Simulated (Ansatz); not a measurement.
A calculation with Ansatz (development build ahead of 0.2.0).

```yaml
crystal:
  periodic: [false, false, false]
  atoms:
    - { symbol: C, position_ang: [0.0, 0.02439, -0.75965] }
    - { symbol: C, position_ang: [0.0, -0.02439, 0.75965] }
    - { symbol: O, position_ang: [0.0, 1.06426, -1.3573] }
    - { symbol: O, position_ang: [0.0, -1.06426, 1.3573] }
    - { symbol: H, position_ang: [0.0, -0.98013, -1.25237] }
    - { symbol: H, position_ang: [0.0, 0.98013, 1.25237] }
basis:
  gaussian: { orbitals: cc-pVTZ }
hamiltonian:
  xc: hf
correlation:
  method: mp2
  frozen_orbitals: { C: 1, H: 0, O: 1 }
```

The input is written out in the form of the current development build from the run's settings.

Results

```
Converged                       : yes
Reference energy                : -226.67624 hartree
Correlation energy              : -0.76622 hartree
Total energy                    : -227.44246 hartree
Spin squared of the determinant : 0.000
```
